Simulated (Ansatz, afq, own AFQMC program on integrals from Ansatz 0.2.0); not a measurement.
## H₂BrO, doublet in cc-pVTZ, levels against AFQMC with the constraint released

```tsv
atom	x (Å)	y (Å)	z (Å)
O	-0.9047	-0.2316	0.0000
H	-1.1540	0.6949	0.0000
H	0.1483	-0.2316	0.0000
Br	1.9103	-0.2316	0.0000
```

Connectivity, by distances: OH ··· Br, 1 bridging H.

Basis cc-pVTZ. Only valence electrons are correlated. AFQMC by an in-house program on the Cholesky factors that Ansatz 0.2.0 writes for its CCSD(T) run. ph-AFQMC/CISD is guided by a CISD state made of CCSD amplitudes; releasing the constraint for a short imaginary time cuts its bias at the price of noise, slowly where states lie close. ± is one standard error of the sampling. No spin–orbit coupling.

Determinant: UHF, the one that the program's search chose, which needn't be the lowest solution. The geometry is a point of a scan.

No full CI on the walks' own integrals is used here. The released AFQMC energy serves as the reference, which it does only where one determinant dominates, the energy is flat over the last release times and near the phaseless one (40 meV or 2 meV an electron, half that with transition metals). On small molecules, where full CI could be run and the noise was under 10 meV, such values lay within 10 meV of it in 19 cases of 20, a flattering rate, since the rule was set on those same cases; what remains of the bias isn't in the error bar.

Cautions: no relativity below Rb; no spin-orbit coupling; inner d shell frozen; the released value is read at 1.50 1/Eh with a noise of 10 meV, more than in the cases checked (meV from the phaseless value at times in 1/Eh: -17 ± 6 at 0.24, -21 ± 7 at 0.51, -28 ± 7 at 0.99, -25 ± 10 at 1.50).

* T1 diagnostic: 0.0156
* weight of the determinant in the CISD state: 0.869
* ⟨S²⟩ of the determinant: 0.775
* size of the correlated space: 15 electrons in 86 orbitals

```csv
level,correlation energy (eV)
MP2,-11.1604
CCSD,-11.8206
CCSD(T),-12.2205
```

Task: Estimate where phaseless AFQMC with a CISD trial lies against CCSD(T) on the same integrals.

Result: 1.1 ± 0.6 kJ/mol below CCSD(T). The gap is under twice the noise, so this walk alone can't tell the two apart.

Reference: AFQMC with the constraint released, correlation energy -12.257 ± 0.010 eV.

```tsv
level	E − E(reference) (kJ/mol)	share of correlation (%)
CCSD(T)	3.5 ± 1.0	99.70
ph-AFQMC/CISD	2.4 ± 1.1	99.79
```

A walk keeps the symmetry of its determinant, which the program's search chose and which needn't be the lowest solution, so a lower state of the same spin and another symmetry isn't excluded. Released energies are given only where the last usable release times agree within the noise; a slower fall can still hide under it.
